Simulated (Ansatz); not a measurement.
A made-up structure of LiSi2H3, singlet:

| atom | x (Å) | y (Å) | z (Å) |
| --- | --- | --- | --- |
| Li1 | -1.3824 | 0.1886 | -1.4317 |
| Si2 | -0.2322 | -1.4695 | -0.2278 |
| Si3 | 0.3124 | 0.5686 | 0.3185 |
| H4 | 1.4157 | 0.0724 | 1.0622 |
| H5 | -0.4940 | 1.5626 | -0.5255 |
| H6 | 1.1576 | 1.4335 | 1.1862 |

It is relaxed with PBE-D4/def2-SVP and then PBE0-D4/def2-TZVP (Ansatz 0.2.0). Atoms count as bonded within 1.22 times the sum of their covalent radii (H–H: 0.88 Å). The end point is not checked to be a true minimum.

(1) Does its bonding change? (A judgement: the text doesn't fix the answer.)

Results:

(1) The calculation gives: Yes. Formed: Si2–H4; broken: Si3–H4.

Where it ends: The first stage lowers the energy by 3.45 eV in 14 steps. It ends as LiSi₂H₃ ([H]1[Li]2[SiH][SiH]12):
```tsv
atom	x (Å)	y (Å)	z (Å)
Li1	-1.2608	0.1337	-1.3505
Si2	0.2397	-1.1050	-0.0313
Si3	0.3046	1.0436	0.3258
H4	1.2747	-1.6167	0.9247
H5	-0.7103	1.7472	-0.5833
H6	0.9292	2.1534	1.0964
```

Labels in which every atom is bracketed show which atoms are joined, not bond orders.

For scale, one of the runs: PBE0-D4/def2-TZVP relaxation, 106 basis functions, launched by `ansatz run in.yaml --threads 2 --pin off --events-out ev --progress --plain --max-ram 4352MiB`. Hardware: 2 CPU threads of an Intel Xeon Platinum 8259CL, shared host. Wall time about 31 s.
